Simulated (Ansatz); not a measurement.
Process, species as SMILES: O (H2O) → 2 H atom + O atom
B3LYP-D3(BJ)/def2-TZVP geometries, fixed; electronic energies without zero-point terms.

Basis-set convergence of the atomisation energy at r2SCAN with Ansatz (a program for electronic structure). Cartesian d functions, on some or all atoms, in 6-31+G*; all else is spherical. The program fits the integrals of some runs and decomposes those of others, by size. Open shells are unrestricted. No added dispersion term, no relativity. Functions are those of the species that has most. Reference: the value in aug-cc-pV5Z, 230.06 kcal/mol, itself unsure by roughly 0.08 kcal/mol (its mean distance from pcseg-4, aug-pcseg-3, aug-cc-pVQZ). Deviations are taken from unrounded values.

| basis | functions |
|---|---|
| def2-SV(P) | 18 |
| 6-31+G* | 23 |
| def2-SVP | 24 |
| 6-311+G** | 34 |
| aug-pcseg-1 | 41 |
| def2-TZVP | 43 |
| 6-311++G(2d,2p) | 47 |
| def2-TZVPP | 59 |
| 6-311++G(3df,3pd) | 75 |
| aug-pcseg-2 | 92 |
| def2-QZVPP | 117 |
| aug-pcseg-3 | 183 |

Q: Which is the smallest set listed that can be trusted to 4 kcal/mol here, that is, within that of the reference together with its larger relatives (same family, alike in diffuse functions; a set with none to test it counts only in the reference's own line)?

A: The smallest set listed that lies within 4 kcal/mol of the reference with all its larger relatives (same family, alike in diffuse functions; a set with none counts only in the reference's own line) is 6-311+G** (34 functions, -2.07 kcal/mol off). Value minus reference: def2-SV(P) -20.15, 6-31+G* -9.16, def2-SVP -7.11, 6-311+G** -2.07, aug-pcseg-1 -1.42, def2-TZVP -3.47, 6-311++G(2d,2p) -0.19, def2-TZVPP -1.21, 6-311++G(3df,3pd) 0.60, aug-pcseg-2 0.09, def2-QZVPP -0.45, aug-pcseg-3 0.10 kcal/mol.
